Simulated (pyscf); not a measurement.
Optimised with ωB97X-D3(BJ)/def2-SVP in PySCF. Correlated levels are frozen-core, on RHF or UHF. ΔMP2 is the change of the MP2 total energy from the triple- to the quadruple-zeta basis.

SMILES: C([CH])=O
```xyz
5

C     -1.2142     0.1015    -0.6203
C     -0.8262    -0.5600     0.5285
O     -0.8705    -1.6861    -0.0023
H     -2.2984     0.1510    -0.8105
H     -0.4665    -0.3167     1.5450
```

How much does it cost (ΔH, 298 K, CCSD(T)/def2-TZVPP + ΔMP2(QZVPP)) to split :HC–CH=O [singlet] at its C–H bond into •HC=C=O + H•?

C–H to •HC=C=O + H•: 29.8 kcal/mol. The radicals are drawn with the spin at the cut bond; how far it spreads was not checked. :HC–CH=O [singlet] may be a fragile minimum: a first optimisation, from another start, lost the drawn bonds. :HC–CH=O [singlet] lies 81.0 kcal/mol over its isomer H₂C=C=O, and others may lie lower still (electronic energy, ωB97M-D3(BJ)). Other isomers of •HC=C=O were not searched in full and may lie lower. The CCSD(T) − MP2 part came from Ansatz, without density fitting, on the same reference. The largest closed-shell T1 diagnostic is 0.037, which may signal static correlation.
